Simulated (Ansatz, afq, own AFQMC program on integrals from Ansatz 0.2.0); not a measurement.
**Si₂, singlet → Si2, triplet**

```xyz
2

Si    0.0000    0.0000    0.0000
Si    0.0000    0.0000    2.2861
```

E(triplet, charge +0) − E(singlet, charge +0) at this geometry, on RHF and UHF determinants.

Basis 6-31G. Noble-gas cores (and the filled d shells of Ga–Kr and In–Xe) are frozen. Ansatz 0.2.0 and our own AFQMC program on the same integrals; the CISD trial comes from CCSD amplitudes, and released means the phaseless constraint is let go. Error bars are statistical, one sigma. The errors of all members are added in quadrature.

Full CI on the same integrals is exact in this basis and with this determinant's frozen core.

Errors are counted within 6-31G, not against nature.

Cautions: Si₂ (singlet): another spin lies lower, restricted determinant unstable towards unrestricted (UHF 2.10 eV lower, ⟨S²⟩ 1.63), the search met a lower determinant of the same kind, perhaps of another symmetry (1.24 eV lower), and this one is a saddle point, strong correlation (T1 0.034, weight of the determinant 0.76, largest double 0.20), CCSD(T) is in doubt: in a space of 8 electrons in 8 natural orbitals full CI lies 95 meV below it, the released energies are still falling, so no released level is given (meV from the phaseless value at times in 1/Eh: -20 ± 4 at 0.24, -39 ± 5 at 0.51, -60 ± 4 at 0.99, -86 ± 3 at 1.62, -106 ± 3 at 2.40), CCSDTQ on the UHF determinant differs (634 meV lower), perhaps since the unrestricted series falls towards higher spin, its ph-AFQMC/CISD value lies 168 ± 5 meV above full CI; Si₂ (triplet): an unrestricted solution with more broken spin lies lower, the released energies have errors that jump between times, so the bars are unsure, so no released level is given (meV from the phaseless value at times in 1/Eh: -10 ± 3 at 0.24, -18 ± 5 at 0.51, -28 ± 7 at 0.99, -34.5 ± 2.1 at 1.62, -41.0 ± 1.8 at 2.40), its ph-AFQMC/CISD value lies 57 ± 4 meV above full CI; core correlation is missing, and it shifts such a gap most where an s electron is promoted.

| level | vertical spin gap (kcal/mol) |
| --- | --- |
| HF | -43.7 |
| MP2 | -16.1 |

Problem. From these cheaper values, estimate the vertical spin gap at the reference level in 6-31G.

Solution. -14.7 kcal/mol (full CI in 6-31G).

```
        level  vertical spin gap (kcal/mol)  error against FCI (kcal/mol)
         CCSD                         -18.4                          -3.8
      CCSD(T)                         -15.7                          -1.1
        CCSDT                         -15.9                          -1.2
     CCSDT(Q)                         -14.5                           0.2
       CCSDTQ                         -14.8                          -0.2
ph-AFQMC/CISD                   -17.2 ± 0.1                    -2.6 ± 0.1
```

Correlation beyond CCSD(T) adds 1.1 kcal/mol. The perturbative (T) step is worth +2.7 kcal/mol. Where the cautions show a poor determinant, the low rows tell how each method copes with it, not its usual error.

CCSDT and higher add their correlation energy to the determinant of the CCSD(T) run, since their own runs factorise the integrals more tightly (a shift of under 2 meV). A walk keeps the symmetry of its determinant, which the program's search chose and which needn't be the lowest solution, so a lower state of the same spin and another symmetry isn't excluded.
